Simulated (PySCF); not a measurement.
## MgSi: from constants to spectrum

ROHF-CCSD(T) constants of MgSi, ³Σ⁻ (triplet), unpaired electrons π ↑↑ (Mg aug-cc-pVDZ, Si aug-cc-pV(D+d)Z; no relativity (PySCF 2.14); masses 23.9850 and 27.9769 u):

```
ωe            : 305.4 cm⁻¹
ωexe          : 2.64 cm⁻¹
Be            : 0.19551 cm⁻¹
αe            : 0.00186 cm⁻¹
De to Mg + Si : 0.86 eV
```

Q: What force constant and bond length do these constants imply?

A: Reduced mass μred = 12.914 u; k = 5.8918×10⁻⁷·μred·ωe² (u, cm⁻¹, mdyn/Å) = 0.710 mdyn/Å; Re = √(16.8576/(μred·Be)) (u, cm⁻¹, Å) = 2.584 Å.

Q: Estimate the centrifugal constant D from the Kratzer relation and find the Dunham coefficient a1.

A: D = 4Be³/ωe² = 3.21e-07 cm⁻¹; a1 = −1 − αeωe/(6Be²) = -3.48.

Correlated steps freeze 6 core orbitals. Correlated levels converge slowly with the basis: in double zeta they bind strong bonds too weakly, by up to about 1 eV, and carry superposition errors of some tenths. The state is the lowest determinant that a PBE0 search found; another state may lie lower at other levels.
